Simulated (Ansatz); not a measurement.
Born–Oppenheimer molecular dynamics of AlFH2 (4 atoms, charge 0, multiplicity 1). It starts at the highest image of a converged band. Of that band: Neighbouring images differ by up to 2.1 eV, so the band resolves the path poorly. A vibrational analysis at the climbing image gives one clearly imaginary mode, 1916i cm⁻¹: a first-order saddle point.

These are results of Ansatz, RHF/def2-TZVP, not measurements.

- ensemble: NVE (velocity Verlet)
- time step: 0.5 fs
- steps asked: 200
- starting velocities drawn for: 100 K
- seed: 8736

First frame:

```xyz
4
Properties=species:S:1:pos:R:3
Al 0.248 0.000 -0.402
F 0.954 0.000 1.307
H 1.752 0.000 0.426
H -1.343 0.000 -0.401
```

Question: How far do the bonds stretch over the last three quarters of this one trajectory? (Pairs bonded in most of those frames.)

Answer: 
```csv
bond,mean (Å),spread (Å),shortest,longest
Al1–H4,1.655,0.015,1.63,1.68
F2–H3,0.915,0.052,0.84,0.99
```

Mean temperature of the second half: 4418 K. The conserved energy stayed within 1.4 meV per atom of its start (net change -1.1 meV per atom), so the integration is sound. The kinetic energy rose, since the run started high on the potential surface and went downhill. It ends in pieces (AlH + FH), so much of that is their flight and rotation, not heat. A run of 0.1 ps of so small a system gives no equilibrium averages. The orbitals stay closed-shell, which can raise the energy where a bond breaks towards radicals; this wasn't checked here.

Run time: 26 s on 2 threads of Intel(R) Xeon(R) 6975P-C (Granite Rapids), with other jobs on the host, peak memory 0.16 GiB.
